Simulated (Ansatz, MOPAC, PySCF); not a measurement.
Species: C2H4Cl, charge 0, multiplicity 2. SMILES: [CH2]CCl
Structure (B3LYP-D3(BJ)/def2-TZVP (Ansatz, an electronic-structure program) minimum search):
```
C
H 1 1.0854
H 1 1.0854 2 110.78
C 1 1.4545 2 113.91 3 -129.98
H 4 1.0807 1 120.31 2 -31.97
H 4 1.0807 5 118.26 1 167.92
Cl 1 1.8760 2 103.74 3 110.75
```
Charge 0, spin multiplicity 2.

Quantity: size of the dipole moment, in D. Set-up: no spin-orbit coupling; six Cartesian d functions in 6-31G* and its kin unless marked 5d; 6-311+G** with 5d, 6d on Na to Ar in Ansatz; non-relativistic; open shells spin-unrestricted; no dispersion term unless named. Ab initio and DFT rows: single points at B3LYP-D3(BJ) geometries (Ansatz). Semi-empirical rows: dipoles at the shared geometry.

```
level             program  size of the dipole moment (D)
----------------  -------  -----------------------------
AM1                 MOPAC                           1.86
PM3                 MOPAC                           1.53
PM6                 MOPAC                           2.16
SVWN5/6-31G*       Ansatz                           2.22
PBE/def2-SVP       Ansatz                           1.83
BLYP/6-31G*        Ansatz                           2.22
BP86/6-31G* (5d)    PySCF                           2.25
B3LYP/STO-3G       Ansatz                           2.31
B3LYP/3-21G        Ansatz                           2.45
B3LYP/6-31G*       Ansatz                           2.32
B3LYP/6-31+G*      Ansatz                           2.29
B3LYP/6-31G**      Ansatz                           2.31
B3LYP/def2-SVP     Ansatz                           1.91
B3LYP/6-311+G**    Ansatz                           2.21
```

No value to compare with is used here. The 14 habitual levels span 1.53 (PM3) to 2.45 D (B3LYP/3-21G).

The levels are drawn from those run, B3LYP/6-31G* more often than the rest, none by its result; runs whose electronic state is in doubt are left out.
